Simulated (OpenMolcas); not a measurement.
C3H6O (allyl alcohol): a line through the functionals

The species is C3H6O (10 atoms), meant as a singlet with charge 0. As SMILES, `C=CCO`. Geometry: relaxed at PBE0-D4/def2-TZVP. This is one conformer, not always the lowest.

The vertical ionisation energy (to the doublet cation) y, in eV, basis cc-pVDZ; a is the functional's share of exact exchange. Programs: OpenMolcas 26.06.

| functional | program | a | y (eV) |
| --- | --- | --- | --- |
| r2SCAN | OpenMolcas | 0 | 9.55 |
| revPBE | OpenMolcas | 0 | 9.34 |
| B3LYP | OpenMolcas | 0.2 | ? |
| PBE0 | OpenMolcas | 0.25 | 9.75 |
| BHLYP | OpenMolcas | 0.5 | 9.86 |

Fit y = c + s·a to the known rows and predict B3LYP.


1. Means of the 4 rows: a = 0.1875, y = 9.625.
2. Σ(Δa)² = 0.17188, Σ(Δa·Δy) = 0.14875, so the slope is 0.14875/0.17188 = 0.86543.
3. Intercept: 9.625 − (0.86543) × 0.1875 = 9.463. The largest residual of the fit is 0.12.
4. B3LYP: 9.463 + (0.86543) × 0.2 = 9.64 eV.

The run gave 9.70 eV, so the prediction is off by -0.06 eV, within the scatter of the fit. The rows mix families of semi-local functionals, which the line can't see.
